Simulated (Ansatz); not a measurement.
# How far each method lies from RCCSDTQ for H$_{2}$Ge–As⁺, singlet

Geometry: that of the H2Ge–As, doublet, kept fixed. The triplet lies 0.2 eV lower here.

```xyz
4

Ge    0.0000    0.0000    1.1006
As    0.0000    0.0000   -1.1202
H     0.0000    1.2662    1.9719
H     0.0000   -1.2662    1.9719
```

Basis cc-pVDZ; Ansatz 0.2.0. Correlated methods freeze the noble-gas cores and the filled d shells of p-block atoms, which leaves 10 electrons in 36 orbitals. Prefix R: restricted or restricted open-shell reference; prefix U: unrestricted. Active spaces: valence = (10e, 10o) chosen from the atoms' valence shells. No spin–orbit coupling is included, and no scalar relativity.

Full CI isn't at hand for all of this; RCCSDTQ serves as the reference, and is uncertain by about the last step of the cluster series. The frozen core follows each run's orbitals, which can shift R against U totals by a few meV for light atoms and by up to 0.1 eV past Ca.

The UHF ⟨S²⟩ is 0.928. The T1 diagnostic (RCCSD) is 0.0297 and the largest doubles amplitude (RCCSD) is 0.113.

| level | E − E(RCCSDTQ) (kcal/mol) | share of correlation (%) | wall time |
| --- | --- | --- | --- |
| RHF | 129.12 | 0.00 | – |
| RMP2 | 30.17 | 76.63 | – |
| CISD | 16.65 | 87.11 | 1.8 s |
| RCCSD | 5.88 | 95.45 | – |
| RCCSD(T) | 1.34 | 98.96 | 3.9 s |
| BCCD(T) | 1.37 | 98.94 | 2.4 s |
| RCCSDT | 0.44 | 99.66 | – |
| RCCSDT(Q) | 0.02 | 99.99 | 7 s |
| CASSCF (valence space) | 73.48 | 43.10 | – |
| NEVPT2 (valence space) | 19.10 | 85.20 | 11 s |
| MRCISD (valence space) | 5.22 | 95.96 | – |
| MRCISD+Q (valence space) | 0.81 | 99.37 | 11 s (H100) |

The correlation energy at RCCSDTQ, counted from RHF, is -5.599 eV. That run took 10 s on 2 threads of AMD EPYC 7R13 with a shared H100 80 GB, shared host.

Run but not shown, since their state or frozen core can't be matched to the reference's or they repeat it: UHF, UMP2, UCCSD, UCCSD(T), UCCSDT, UCCSDT(Q).

Times hold each run's SCF and search for its determinant on a shared host, so for small cases they say little of a method's own cost; rows without a card ran on 1 thread of AMD EPYC 7R13.

Unrestricted levels hold only the spin's projection, and here they fall towards a lower state of higher spin.

Natural occupations of CASSCF (valence space) about the gap: 1.985 1.973 1.960 1.936 1.935 0.066 0.055 0.045 0.025 0.019; effectively unpaired electrons, Σ n²(2−n)², 0.08.
